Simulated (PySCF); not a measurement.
**Working out the electron affinity of S**

S⁻ [Ne] 3s2 3p5 (2P) → S [Ne] 3s2 3p4 (3P). Computed with PySCF 2.14 in aug-cc-pVDZ-DK, with scalar relativity by spin-free X2C-1e. Frozen: [Ne]. Energies in hartree (1 hartree = 27.21139 eV):

| part | S⁻ (lower) | S (upper) |
| --- | --- | --- |
| UHF | -398.611936 | -398.578623 |
| CCSD correlation | -0.139689 | -0.109773 |
| (T) | -0.003910 | -0.001990 |

Question: What does Hartree-Fock give?

Answer: (-398.578623) − (-398.611936) = 0.033313 hartree = 0.906 eV.

Question: What do CCSD and CCSD(T) give?

Answer: The CCSD correlation energies differ by 0.029916 hartree = 0.814 eV and the triples by 0.001920 hartree = 0.052 eV, so CCSD gives 1.720 eV and CCSD(T) 1.772 eV.

A first-order spin-orbit estimate adds -0.003 eV to CCSD(T) (valence), giving 1.769 eV against 2.077 eV (measured; photodetachment measurements, as compiled on the Wikipedia data page of electron affinities).

A double-zeta basis recovers only part of the correlation energy.

What remains against the reference includes basis incompleteness, the frozen core and higher excitations.
